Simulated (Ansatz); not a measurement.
Input file:

```yaml
crystal:
  periodic: [false, false, false]
  atoms:
    - {symbol: Cl, position_ang: [-0.024087, 0.170850, 2.880022]}
    - {symbol: Al, position_ang: [-0.024920, -0.508828, 0.846084]}
    - {symbol: Ga, position_ang: [0.023044, 0.094464, -1.788937]}
    - {symbol: H, position_ang: [-0.079733, 1.076971, -0.202400]}
basis:
  gaussian: {orbitals: cc-pVDZ}
magnetization: {spin_polarized: false}
correlation: {method: ccsdt_q, electrons: outside_noble_gas}
```

```sh
$ ansatz run in.yaml --threads 1 --pin off --events-out ev --progress --plain --max-ram 2393MiB
```

Output:

```
1342 factors; integrals over basis functions are off by at most 2.3e-7 eV
mean field evaluation 1: about -71435.7280 eV, gradient 1.4e1 eV
mean field evaluation 2: about -71435.7329 eV, gradient 1.4e1 eV
mean field evaluation 4: about -71436.7674 eV, gradient 1.4e0 eV
mean field evaluation 8: about -71436.7917 eV, gradient 5.6e-4 eV
mean field evaluation 16: about -71436.7853 eV, gradient 1.5e-1 eV
mean field -71436.79168464 eV, -2625.2536728140 hartree, gradient 2.6e-6 eV, S^2 0.000000; 0 other end points of the search recorded, 0 dependent functions left out; unrestricted orbitals would lower it
24 core orbitals not correlated: weight in the atoms' cores, before any rotation towards them, 1.000 or more for the frozen orbitals, at most 0.000 for the correlated occupied ones
reference -71436.79168464 eV, -2625.2536728140 hartree; 7, 7 occupied and 37, 37 virtual orbitals, 1342 factors
second order -6.58336137 eV of doubles, -0.00000000 eV of singles
cycle   1  -7.32227045 eV  change   -7.4e-1 eV  update   9.9e-2
cycle   2  -7.77938697 eV  change   -4.6e-1 eV  update   4.7e-2
cycle   3  -7.91716890 eV  change   -1.4e-1 eV  update   2.7e-2
cycle   4  -7.90427102 eV  change    1.3e-2 eV  update   8.4e-3
cycle   5  -7.90490901 eV  change   -6.4e-4 eV  update   4.6e-3
cycle   6  -7.90699238 eV  change   -2.1e-3 eV  update   1.9e-3
cycle   7  -7.90645455 eV  change    5.4e-4 eV  update   9.8e-4
cycle   8  -7.90603157 eV  change    4.2e-4 eV  update   4.5e-4
cycle   9  -7.90622429 eV  change   -1.9e-4 eV  update   2.2e-4
cycle  10  -7.90639999 eV  change   -1.8e-4 eV  update   1.1e-4
cycle  11  -7.90632305 eV  change    7.7e-5 eV  update   5.8e-5
cycle  12  -7.90630460 eV  change    1.8e-5 eV  update   3.0e-5
cycle  13  -7.90629004 eV  change    1.5e-5 eV  update   1.6e-5
cycle  14  -7.90628031 eV  change    9.7e-6 eV  update   7.8e-6
cycle  15  -7.90628632 eV  change   -6.0e-6 eV  update   4.3e-6
cycle  16  -7.90629091 eV  change   -4.6e-6 eV  update   2.4e-6
cycle  17  -7.90629177 eV  change   -8.6e-7 eV  update   1.6e-6
perturbative correction -0.01929738 eV, -0.0007091656 hartree
Total energy: -71444.71727379 eV, -2625.5449328430 hartree
```

Ran on 1 thread of Arm Neoverse V1, shared host: 44 s wall, 0.42 GiB peak host memory.
